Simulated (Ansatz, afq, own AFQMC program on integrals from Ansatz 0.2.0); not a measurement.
Atomization energy of SiHO, doublet

```xyz
3

Si    0.0000   -0.1016    0.5148
O     0.0000    0.1077   -0.9938
H     0.0000    1.1216    1.4308
```

Connectivity, by distances: SiH–O.

Atoms in their ground-state spins without spin–orbit coupling (mostly on UHF) minus the molecule (UHF), without zero-point energy. The geometry is a stationary point, not shown to be a minimum.

Basis cc-pVTZ. Noble-gas cores (and the filled d shells of Ga–Kr and In–Xe) are frozen. Ansatz 0.2.0 and our own AFQMC program on the same integrals; the CISD trial comes from CCSD amplitudes, and released means the phaseless constraint is let go. Error bars are statistical, one sigma. The errors of all members are added in quadrature.

No full CI on the walks' own integrals is used here. The released AFQMC energy serves as the reference, which it does only where one determinant dominates, the energy is flat over the last release times and near the phaseless one (40 meV or 2 meV an electron, half that with transition metals). On small molecules, where full CI could be run and the noise was under 10 meV, such values lay within 10 meV of it in 19 cases of 20, a flattering rate, since the rule was set on those same cases; what remains of the bias isn't in the error bar. Each member takes its own surest rung, up to full CI.

The best estimate is CCSD(T) at the basis-set limit (CBS: def2-TZVPP and def2-QZVPP, with their diffuse functions for anions and beside diffuse sets, CCSD(T) itself extrapolated) plus the step from CCSD(T) to AFQMC with the constraint released in cc-pVTZ. Rows without CBS are in cc-pVTZ; B2PLYP and the wave-function rows carry a basis error of their own. Core correlation and relativity beyond core potentials are missing, and ± holds the sampling alone.

Cautions: SiHO (doublet): the released value is read at 2.40 1/Eh with a noise of 16 meV, more than in the cases checked (meV from the phaseless value at times in 1/Eh: -11 ± 8 at 0.24, -11 ± 6 at 0.51, -16 ± 6 at 0.99, -40 ± 11 at 1.62, -38 ± 16 at 2.40); other spins of the molecule weren't checked.

Best estimate: 216.8 ± 0.4 kcal/mol.

| level | atomization energy (kcal/mol) | error against the best estimate (kcal/mol) |
| --- | --- | --- |
| HF | 125.7 | -91.0 ± 0.4 |
| MP2 | 213.6 | -3.1 ± 0.4 |
| CCSD | 196.3 | -20.5 ± 0.4 |
| CCSD(T) | 203.8 | -13.0 ± 0.4 |
| CCSDT | 203.6 | -13.2 ± 0.4 |
| CCSDT(Q) | 204.5 | -12.2 ± 0.4 |
| ph-AFQMC/CISD | 203.9 ± 0.2 | -12.9 ± 0.4 |
| released AFQMC | 204.5 ± 0.4 | -12.3 |
| HF/CBS | 130.5 | -86.3 ± 0.4 |
| MP2/CBS | 226.4 | 9.6 ± 0.4 |
| CCSD(T)/CBS | 216.2 | -0.6 ± 0.4 |
| PBE | 221.0 | 4.2 ± 0.4 |
| r2SCAN | 216.3 | -0.5 ± 0.4 |
| PBE0 | 207.4 | -9.4 ± 0.4 |
| B3LYP | 212.3 | -4.5 ± 0.4 |
| wB97M-V | 212.8 | -4.0 ± 0.4 |
| B2PLYP | 212.5 | -4.3 ± 0.4 |

Correlation beyond CCSD(T) changes it by less than twice the noise. Going to the basis-set limit adds 12.4 kcal/mol at CCSD(T). The perturbative (T) step is worth +7.5 kcal/mol. The functionals spread over 13.6 kcal/mol; r2SCAN comes nearest and PBE0 is 9.4 kcal/mol too low.

Best estimates are given only where the step beyond CCSD(T) is under 0.3 eV and no member's determinant is very poor (T1 over 0.05, or 0.07 for open shells, ⟨S²⟩ too high by 0.3, two states mixed), so the hardest cases are missing from such tables.

The functionals ran in a triple-zeta set and keep a basis error of their own, a few kJ/mol for each bond in atomization energies and more for double hybrids, so close places among them and the extrapolated levels can swap.

CCSDT and higher add their correlation energy to the determinant of the CCSD(T) run, since their own runs factorise the integrals more tightly (a shift of under 2 meV). Each member of a difference takes its own highest rung, so a best estimate needn't equal the limit plus the step of one row. A walk keeps the symmetry of its determinant, which the program's search chose and which needn't be the lowest solution, so a lower state of the same spin and another symmetry isn't excluded. Released energies are given only where the last usable release times agree within the noise; a slower fall can still hide under it.
